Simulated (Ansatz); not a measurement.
in.yaml

```yaml
crystal:
  periodic: [false, false, false]
  atoms:
    - {symbol: B, position_ang: [-0.015433, -0.009008, 1.899057]}
    - {symbol: Ga, position_ang: [-0.016266, -0.025151, -0.025913]}
    - {symbol: N, position_ang: [0.031698, 0.034159, -1.873144]}
basis:
  gaussian: {orbitals: cc-pVDZ}
magnetization: {spin_polarized: false, initial_magnetization: 1}
correlation: {method: ccsdt_q, electrons: outside_noble_gas}
```

```sh
$ ansatz run in.yaml --threads 1 --pin off --events-out ev --progress --plain --max-ram 2393MiB
```

The program prints:

```
1041 factors; integrals over basis functions are off by at most 1.5e-7 eV
mean field evaluation 1: about -54459.6647 eV, gradient 6.2e1 eV
mean field evaluation 2: about -54459.6870 eV, gradient 6.2e1 eV
mean field evaluation 4: about -54474.0675 eV, gradient 1.7e1 eV
mean field evaluation 8: about -54475.9682 eV, gradient 4.2e0 eV
mean field evaluation 16: about -54478.6526 eV, gradient 3.6e-1 eV
mean field evaluation 32: about -54478.6628 eV, gradient 1.4e-3 eV
mean field evaluation 64: about -54478.6627 eV, gradient 2.1e-1 eV
mean field evaluation 96: about -54314.4053 eV, gradient 1.5e2 eV
mean field evaluation 128: about -54477.1172 eV, gradient 6.8e-4 eV
mean field evaluation 160: about -54469.9804 eV, gradient 3.1e1 eV
...
mean field -54478.66302526 eV, -2002.0539392141 hartree, gradient 1.4e-10 eV, S^2 0.750000; 29 other end points of the search recorded, 0 dependent functions left out
...
determinant -54478.66302526 eV, -2002.0539392141 hartree, with singles and doubles -54486.78788581 eV, -2002.3525223321 hartree
determinant -54478.66284722 eV, -2002.0539326715 hartree, with singles and doubles -54486.78793167 eV, -2002.3525240174 hartree
determinant -54477.51136368 eV, -2002.0116164319 hartree, with singles and doubles -54486.33295681 eV, -2002.3358039998 hartree
determinant -54477.15663699 eV, -2001.9985804665 hartree, with singles and doubles -54484.35335564 eV, -2002.2630549986 hartree
determinant -54477.15513908 eV, -2001.9985254191 hartree, with singles and doubles -54484.35432644 eV, -2002.2630906748 hartree
determinant -54477.11716381 eV, -2001.9971298537 hartree, with singles and doubles -54486.01305099 eV, -2002.3240476779 hartree
determinant -54476.41911943 eV, -2001.9714771959 hartree, with singles and doubles -54484.85824429 eV, -2002.2816093144 hartree
determinant -54476.41817761 eV, -2001.9714425846 hartree, with singles and doubles -54484.85724617 eV, -2002.2815726342 hartree
determinant -54476.37328311 eV, -2001.9697927421 hartree, with singles and doubles -54483.40065102 eV, -2002.2280437497 hartree
determinant -54476.36963350 eV, -2001.9696586215 hartree, with singles and doubles -54483.39802202 eV, -2002.2279471355 hartree
determinant -54476.27167203 eV, -2001.9660586038 hartree, with singles and doubles -54484.12047477 eV, -2002.2544967847 hartree
determinant -54476.10066516 eV, -2001.9597742175 hartree, with singles and doubles -54484.14789106 eV, -2002.2555043145 hartree
determinant -54476.10024824 eV, -2001.9597588960 hartree, with singles and doubles -54484.14705721 eV, -2002.2554736712 hartree
determinant -54475.68916224 eV, -2001.9446517639 hartree, with singles and doubles -54485.13531954 eV, -2002.2917916420 hartree
determinant -54475.68912331 eV, -2001.9446503333 hartree, with singles and doubles -54485.13300451 eV, -2002.2917065662 hartree
determinant -54475.43341481 eV, -2001.9352532193 hartree, with singles and doubles -54485.00143934 eV, -2002.2868716353 hartree
determinant -54478.66302526 eV, -2002.0539392141 hartree, with singles and doubles -54486.83922807 eV, -2002.3544091255 hartree
determinant -54478.66284722 eV, -2002.0539326715 hartree, with singles and doubles -54486.83901317 eV, -2002.3544012281 hartree
determinant -54477.51136368 eV, -2002.0116164319 hartree, with singles and doubles -54487.03292251 eV, -2002.3615272648 hartree
determinant -54476.27167203 eV, -2001.9660586038 hartree, with singles and doubles -54487.06247447 eV, -2002.3626132793 hartree
unrestricted determinant -54481.49229422 eV, -2002.1579129306 hartree, S^2 2.6894
16 core orbitals not correlated: weight in the atoms' cores, before any rotation towards them, 0.979 or more for the frozen orbitals, at most 0.015 for the correlated occupied ones
reference -54476.27167203 eV, -2001.9660586038 hartree; 6, 5 occupied and 33, 34 virtual orbitals, 1041 factors
second order -11.99572752 eV of doubles, -0.04181167 eV of singles
...
cycle  81  -11.67230308 eV  change   -1.4e-6 eV  update   1.1e-6
cycle  82  -11.67230168 eV  change    1.4e-6 eV  update   9.7e-7
cycle  83  -11.67230208 eV  change   -4.0e-7 eV  update   8.7e-7
cycle  84  -11.67230068 eV  change    1.4e-6 eV  update   8.1e-7
cycle  85  -11.67229948 eV  change    1.2e-6 eV  update   7.3e-7
cycle  86  -11.67229839 eV  change    1.1e-6 eV  update   6.0e-7
cycle  87  -11.67229788 eV  change    5.1e-7 eV  update   5.3e-7
cycle  88  -11.67229707 eV  change    8.1e-7 eV  update   4.5e-7
cycle  89  -11.67229674 eV  change    3.3e-7 eV  update   3.9e-7
cycle  90  -11.67229619 eV  change    5.5e-7 eV  update   3.5e-7
perturbative correction 0.02648497 eV, 0.0009733047 hartree
WARN: the results are in doubt because among natural orbitals full CI differs from the method by -0.284 eV
Total energy: -54487.91748324 eV, -2002.3940342722 hartree
In doubt: among natural orbitals full CI differs from the method by -0.284 eV
```

The determinant lies 2.39 eV above the lowest one of its kind in the log. The T1 diagnostic is 0.152, too large for the energy to be relied on.

Ran on 1 thread of Arm Neoverse V1, shared host: 4.5 min wall, 0.86 GiB peak host memory.
